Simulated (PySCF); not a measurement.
# C3H4: the cost of one run

Computed with PySCF 2.14.0 and routines of our own; the level stands in each step. Atoms count from 0.

## 1. The starting structure

7 atoms, charge 0, multiplicity 1; geometry from: GFN2-xTB.

## 2. Relaxing the molecule at PBE0-D3(BJ)/def2-SVP

Job settings and geometry (Å):

```
{"job": {"xc": "PBE0", "basis": "def2-SVP", "d3": "d3bj", "grid": 1, "kind": "geom"}, "charge": 0, "multiplicity": 1}
C     -1.293069    -0.002339     0.003280
C      0.000387     0.000064    -0.003531
C      1.293966     0.003548    -0.010953
H     -1.857849     0.621929     0.677129
H     -1.862806    -0.628697    -0.664373
H      1.855612     0.677738    -0.637488
H      1.867094    -0.667338     0.608858
```

Run with:

```console
OMP_NUM_THREADS=1 python excited_run.py task.json out
```

The driver reads the jobs from task.json and runs them one after another.

**Question.** How long does this first job take on 1 thread of Intel Xeon Platinum 8259CL at 2.50GHz, shared host, and how much memory does it need?

About 5 s, with a peak of 0.31 GiB.
